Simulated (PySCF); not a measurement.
A made-up structure of CH3BS, singlet:

```
6
angstrom
C -0.3211 0.4155 -0.2548
B 0.5190 -0.6691 0.4097
S 1.4046 -1.8141 1.1104
H -1.0549 0.8215 0.4463
H 0.3106 1.2379 -0.6004
H 2.2248 -2.8515 1.4276
```

It is relaxed with PBE-D4/def2-SVP and then PBE0-D4/def2-TZVP (PySCF 2.14 with density fitting (its default auxiliary sets; JK sets also for MP2 and CCSD(T))). Atoms count as bonded within 1.22 times the sum of their covalent radii (H–H: 0.88 Å). The end point is not checked to be a true minimum.

**Question.** Does its bonding change? (A judgement: the text doesn't fix the answer.)

**Answer.** The calculation gives: No: no bond forms or breaks.

Where it ends: The first stage lowers the energy by 2.77 eV in 18 steps. It ends as CH₃BS ([CH2][B][SH]):
```
6
angstrom
C -0.0795 0.3670 -0.0425
B 0.6873 -0.5193 0.6919
S 1.6629 -1.5422 1.6942
H -1.1536 0.4490 0.0860
H 0.3509 1.0224 -0.7924
H 1.6324 -2.6467 0.9209
```

Labels in which every atom is bracketed show which atoms are joined, not bond orders.

For scale, one of the runs: PBE0-D4/def2-TZVP relaxation, 117 basis functions, launched by `OMP_NUM_THREADS=2 python run.py`. Hardware: 2 CPU threads of an AMD EPYC 7B13, shared host. Wall time 24 s; peak host memory 1.1 GiB.
